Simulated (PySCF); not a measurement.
# C5H5N (E-2,4-pentadienenitrile): the cost of one run

Programs: PySCF 2.14.0, with density-fitted response routines of our own. Each step states its level of theory. These are calculated values for one molecule in the gas phase, unless marked as measured. Atoms count from 0, in the outputs and in this text.

### 1 Starting geometry

11 atoms, charge 0, multiplicity 1; geometry from: GFN2-xTB. The atoms were then displaced at random by about 0.01 Å, so the start is not that level's minimum.

Bonds of the start (Å): C0–C1 1.30, C1–C2 1.43, C2–C3 1.38, C3–C4 1.38, C4–N5 1.14, C0–H6 1.10, C0–H7 1.08, C1–H8 1.11, C2–H9 1.07, C3–H10 1.09.

### 2 Relaxing the molecule at PBE0-D3(BJ)/def2-TZVP

What the job is given:

```
{"job": {"xc": "PBE0", "basis": "def2-TZVP", "d3": "d3bj", "grid": 2, "shake": 0.01, "kind": "geom"}, "charge": 0, "multiplicity": 1}
C     -1.855910     0.863370    -0.755680
C     -0.930940     0.615310     0.129790
C      0.202870    -0.198190    -0.172230
C      1.218070    -0.465870     0.729650
C      2.294360    -1.272410     0.413320
N      3.205040    -1.912820     0.173330
H     -2.717240     1.499800    -0.516860
H     -1.816780     0.508260    -1.770190
H     -0.991450     1.023460     1.155980
H      0.292990    -0.601990    -1.155670
H      1.137100    -0.084740     1.752880
```

Launch:

```sh
OMP_NUM_THREADS=2 python probes_run.py task.json out
```

One launch serves the whole session: the jobs run in the order shown.

**Question.** How long does this first job take on 2 threads of Intel Xeon Platinum 8488C, shared host, and how much memory does it need?

About 1.7 min, with a peak of 1 GiB.
